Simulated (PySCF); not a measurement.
Isomers of [C4H5O2]- (charge -1), one GFN2-xTB conformer each. Single-point energies are computed at PBE0/pcSseg-1 (PySCF, gas phase, no added dispersion term), electronic only.

| SMILES | GFN2-xTB relative energy (kJ/mol) |
| --- | --- |
| C=CCC(=O)[O-] | 10.0 |
| O=C([O-])C1CC1 | 0.0 |

Conformers: `[CH2:1]=[CH:2][CH2:3][C:4](=[O:5])[O-:6]` (charge -1) with C1–C2–C3–C4 -106°, C2–C3–C4–O5 105°; `[O:1]=[C:2]([O-:3])[CH:4]1[CH2:5][CH2:6]1` (charge -1) with O1–C2–C4–C5 145°.

Task: What does PBE0/pcSseg-1 give for the same structures?

Result: 
| SMILES | PBE0/pcSseg-1 E (Eh) | PBE0/pcSseg-1 (kJ/mol) | GFN2-xTB (kJ/mol) | point group |
| --- | --- | --- | --- | --- |
| O=C([O-])C1CC1 | -305.53727 | 0.0 | 0.0 | Cs |
| C=CCC(=O)[O-] | -305.53658 | 1.8 | 10.0 | C1 |

Both levels put the same isomer lowest. As drawn, the lower has a three-membered ring, which the higher lacks. Neighbours under 21 kJ/mol apart (O=C([O-])C1CC1 and C=CCC(=O)[O-]) can change places with a better method, another conformer or zero-point energy.

Task: As an exercise, what shares would exp(−E/RT) give at 2000 K from these electronic energies alone (no entropy, no degeneracies)?

Result: RT = 16.629 kJ/mol: O=C([O-])C1CC1 52.7 %, C=CCC(=O)[O-] 47.3 %.
